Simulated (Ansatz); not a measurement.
Basis-set extrapolation for C₃H₈O₂ (`COCOC`) (PBE0-D4/def2-TZVP geometry, frozen core, the Gaussian-basis code of Ansatz). Multiplicity 1, RHF reference.

|  | def2-TZVPP | def2-QZVPP |
| --- | --- | --- |
| HF | -268.069026 | -268.081847 |
| MP2 correlation | -0.998524 | -1.070040 |
| CCSD(T) correlation | -1.076697 | not run |

Energies in hartree. Use E(X) = E(∞) + A·exp(−7.88·√X) for Hartree–Fock and E(X) = E(∞) + B·X^(−2.97) for correlation, with X = 3 and 4, and add CCSD(T) minus MP2 of the smaller set to the MP2 limit.

Q: What is the CCSD(T) energy at the basis-set limit?

A: HF limit: -268.081847 + (-0.012821) × 0.13774 = -268.08361. MP2 limit: -1.070040 + (-0.071516) × 0.74074 = -1.12301. Higher-order term: -1.076697 − (-0.998524) = -0.07817. Total: -269.28479 hartree, 365.1 kJ/mol below CCSD(T)/def2-TZVPP.
